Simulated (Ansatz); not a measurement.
```yaml
crystal:
  periodic: [true, true, true]
  atoms:
    - {symbol: N, position_ang: [-1.932581, 0.133353, -0.806364]}
    - {symbol: C, position_ang: [-0.779024, 0.157431, -0.332602]}
    - {symbol: C, position_ang: [0.206138, -0.883786, 0.125935]}
    - {symbol: C, position_ang: [1.089762, 0.326746, 0.429768]}
    - {symbol: O, position_ang: [0.046520, 1.217549, -0.046635]}
    - {symbol: H, position_ang: [-2.280175, 1.071584, -0.997346]}
    - {symbol: H, position_ang: [-0.123897, -1.467881, 0.983722]}
    - {symbol: H, position_ang: [0.555006, -1.549677, -0.662002]}
    - {symbol: H, position_ang: [1.992690, 0.429830, -0.172974]}
    - {symbol: H, position_ang: [1.308662, 0.513750, 1.481597]}
basis:
  gaussian: {orbitals: def2-TZVPP}
hamiltonian: {xc: {name: SVWN5}}
accuracy: high
```

```sh
$ ansatz run in.yaml --threads 2 --pin off --events-out ev --progress --plain --max-ram 4352MiB
```

Output, abridged:

```
Error: YAML parse error: error: line 2 column 3: crystal: missing field `lattice` (a structure is typed as `lattice` and `atoms`, a molecule's as `atoms` in Å alone, or read from a run's directory, `checkpoint`)
 --> <input>:2:3
1 | crystal:
2 |   periodic: [true, true, true]
3 |   atoms:
4 |     - {symbol: N, position_ang: [-1.932581, 0.133353, -0.806364]}
```

(1) Something in this input is off. What?

Results:

(1) The molecule is marked periodic without a cell. The input was rejected before any iteration.
